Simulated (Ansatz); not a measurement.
Reaction (SMILES): OC (CH3-OH) → C atom + 4 H atom + O atom
B3LYP-D3(BJ)/def2-TZVP geometries, fixed; electronic energies without zero-point terms.
Largest species:
```xyz
6

C     -0.0525     0.6636    -0.0008
O     -0.0399    -0.7570     0.0018
H     -1.0978     0.9691     0.0075
H      0.8740    -1.0577    -0.0054
H      0.4365     1.0833     0.8854
H      0.4213     1.0799    -0.8968
```

The atomisation energy at MP2 with Ansatz (a first-principles code), in kcal/mol, split into its Hartree-Fock and correlation parts. Cores are frozen. Open shells are unrestricted. No added dispersion term, no relativity. Functions are those of the species that has most.

```
basis        X  functions  Hartree-Fock     MP2
-----------  -  ---------  ------------  ------
aug-cc-pVDZ  2         82        363.83  486.89
aug-cc-pVTZ  3        184        368.91  508.80
aug-cc-pVQZ  4        344        369.41  514.97
```

Worked estimate of the basis-set limit from each neighbouring pair, with Hartree-Fock from the larger set and the correlation part extrapolated as X^-3.
Correlation parts: X = 2: 123.06, X = 3: 139.89, X = 4: 145.56.
- (2,3): (27·(139.89) - 8·(123.06))/19 = 146.98; with Hartree-Fock 368.91 the estimate is 515.89 kcal/mol.
- (3,4): (64·(145.56) - 27·(139.89))/37 = 149.70; with Hartree-Fock 369.41 the estimate is 519.11 kcal/mol.
The last two estimates differ by 3.22 kcal/mol; the largest set lies 4.14 from the last. Over the last step Hartree-Fock moves by 0.50 and the correlation part by 5.67.
